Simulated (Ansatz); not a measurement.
Relaxation of C$_{5}$H$_{7}$F (13 atoms, charge 0, multiplicity 1), to a largest force component of 0.015 eV/Å in at most 40 steps.

The calculation used RKS B3LYP-D4/6-31G in Ansatz 0.2.0.

```xyz
13
Properties=species:S:1:pos:R:3
C 1.510 0.310 -1.348
C 0.293 0.758 -0.839
C -0.482 0.108 0.214
C -1.538 0.651 0.640
C 0.099 -1.167 0.827
F -0.720 -1.628 1.824
H 1.954 0.930 -2.153
H 2.026 -0.516 -1.037
H -0.140 1.688 -1.205
H -2.021 1.550 0.239
H -2.199 0.174 1.458
H 1.093 -0.971 1.319
H 0.145 -1.922 0.076
```

Question: Where does it end, and by what steps?

Answer: The forces met the threshold. Limits of this set-up: no polarisation functions. After 7 steps the energy has fallen by 0.680 eV; C4 moved furthest, 0.09 Å.

| step | energy less start (eV) | largest force component (eV/Å) | accepted |
| --- | --- | --- | --- |
| 0 | 0.0000 | 7.227 | yes |
| 1 | -0.5923 | 1.516 | yes |
| 2 | -0.6282 | 0.670 | yes |
| 3 | -0.6451 | 0.865 | yes |
| 4 | -0.6765 | 0.198 | yes |
| 5 | -0.6793 | 0.097 | yes |
| 6 | -0.6798 | 0.015 | yes |
| 7 | -0.6798 | 0.004 | yes |

```xyz
13
Properties=species:S:1:pos:R:3
C 1.482 0.344 -1.349
C 0.314 0.777 -0.841
C -0.455 0.132 0.228
C -1.617 0.644 0.672
C 0.110 -1.137 0.815
F -0.748 -1.654 1.844
H 1.984 0.886 -2.143
H 1.981 -0.555 -1.003
H -0.128 1.689 -1.238
H -2.025 1.557 0.250
H -2.178 0.161 1.461
H 1.092 -0.961 1.269
H 0.209 -1.917 0.052
```

Run time: 48 s on 1 thread of Intel(R) Xeon(R) Platinum 8259CL CPU @ 2.50GHz (Skylake/Cascade Lake), with other jobs on the host, peak memory 0.17 GiB.
